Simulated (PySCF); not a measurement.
Compound: cyanoallene, C4H3N.
SMILES: `C=C=CC#N`

The closed-shell ground state was solved at several levels (PySCF, density fitting, gas phase, non-relativistic). Geometry: PBE0-D3(BJ)/def2-SVP; no solvent, vibrations or thermal averaging.

| level | basis functions | HOMO (eV) | LUMO (eV) | gap (eV) | dipole (D) |
| --- | --- | --- | --- | --- | --- |
| PBE/pcJ-1 | 165 | -7.07 | -2.40 | 4.67 | 4.29 |
| KT2/pcJ-1 | 165 | -7.06 | -2.37 | 4.69 | 4.28 |
| B3LYP/6-31G* | 76 | -7.66 | -1.31 | 6.35 | 4.29 |
| B3LYP/6-31G-J | 72 | -7.77 | -1.32 | 6.45 | 4.31 |
| B3LYP/cc-pVTZ | 192 | -7.94 | -1.64 | 6.30 | 4.39 |
| B3LYP/pcJ-2 | 327 | -8.00 | -1.73 | 6.27 | 4.48 |
| B3LYP/pcJ-1 | 165 | -7.99 | -1.68 | 6.31 | 4.41 |
| BHandHLYP/pcJ-1 | 165 | -9.22 | -0.38 | 8.84 | 4.59 |
| B3LYP/pcJ-0 | 74 | -8.06 | -1.60 | 6.46 | 4.21 |
| B97-2/pcJ-1 | 165 | -7.98 | -1.54 | 6.44 | 4.43 |
| PBE0/pcSseg-1 | 100 | -8.23 | -1.48 | 6.75 | 4.43 |

Estimate the row for LDA/pcJ-1, a basis of 165 functions; the other rows only guide the guess.

HOMO -7.28 eV, LUMO -2.63 eV, gap 4.65 eV, dipole 4.42 D.

Over all these levels, which gives the widest orbital gap and which the narrowest?

BHandHLYP/pcJ-1 (global hybrid, 50 % exact exchange) has the widest, 8.84 eV, and LDA/pcJ-1 (LDA) the narrowest, 4.65 eV. The two share the basis. From the narrowest to the widest the HOMO moves by -1.94 eV and the LUMO by +2.25 eV.

How much does the basis alone move the frontier levels among the 6 B3LYP rows?

The HOMO by 0.40 eV and the LUMO by 0.42 eV. By rising basis size (HOMO, LUMO in eV): 6-31G-J -7.77, -1.32; pcJ-0 -8.06, -1.60; 6-31G* -7.66, -1.31; pcJ-1 -7.99, -1.68; cc-pVTZ -7.94, -1.64; pcJ-2 -8.00, -1.73.

In the pcJ-1 basis, how does the gap go with the fixed share of exact exchange?

LDA (0 %) 4.65 eV; PBE (0 %) 4.67 eV; KT2 (0 %) 4.69 eV; B3LYP (20 %) 6.31 eV; B97-2 (21 %) 6.44 eV; BHandHLYP (50 %) 8.84 eV. Each rise in the share widens the gap here.

How far do the dipole and the HOMO energy spread over the levels?

The dipole runs from 4.21 to 4.59 D (mean 4.38 D) and the HOMO from -9.22 to -7.06 eV.
